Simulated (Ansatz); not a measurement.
Compare A (`C=C=CCCl`) with its isomer B (`CC1=C(Cl)C1`).

Isolated molecules relaxed with PBE0-D4/def2-TZVP in Ansatz; ΔE leaves out vibrations. CCSD(T)/CBS is the MP2 limit (def2-TZVPP, def2-QZVPP) plus CCSD(T) − MP2 in def2-TZVPP, frozen cores. DFT in def2-TZVPP. B3LYP here is the variant with VWN-RPA as its local correlation; programs differ in this. One conformer a species, not always the lowest.

A:

```xyz
10

C    -0.749   -1.399   -1.411
C    -0.581   -0.581   -0.416
C    -0.403    0.236    0.582
C     0.907    0.878    0.876
Cl    0.807    2.663    0.719
H    -1.062   -1.037   -2.385
H    -0.586   -2.466   -1.298
H    -1.235    0.476    1.238
H     1.222    0.691    1.903
H     1.681    0.539    0.191
```

B:

```xyz
10

C     0.137    1.065   -1.063
C    -0.095   -0.007   -0.093
C    -0.737   -1.017    0.379
Cl   -2.021   -2.099    0.255
C     0.441   -0.636    1.186
H     1.122    0.956   -1.527
H     0.122    2.041   -0.569
H    -0.621    1.058   -1.848
H     1.348   -1.244    1.144
H     0.304   -0.117    2.137
```

(1) Which isomer does CCSD(T)/CBS put lower? Give the gap. (An estimate is asked.)

(2) Give E(B) − E(A) in kJ/mol with B3LYP-D4, PBE-D4, r2SCAN-D4, PBE0-D4, CCSD/def2-TZVPP, CCSD(T)/def2-TZVPP, HF/def2-TZVPP. (Estimate.)

Largest T1 diagnostic: 0.011.

Answers

(1) The calculation gave: A, by 74.6 kJ/mol.

(2) Computed: B3LYP-D4 81.3, PBE-D4 60.6, r2SCAN-D4 68.1, PBE0-D4 57.5, CCSD/def2-TZVPP 74.7, CCSD(T)/def2-TZVPP 73.3, HF/def2-TZVPP 92.7. None reverses the order clearly.

From PBE to PBE0 (25 % exact exchange), in def2-TZVPP and without D4, E(B) − E(A) moves by −3.2 kJ/mol. In def2-TZVPP, CCSD(T) changes the Hartree–Fock value by −19.4 kJ/mol (the triples alone add −1.4 kJ/mol) and MP2 by −36.3 kJ/mol.
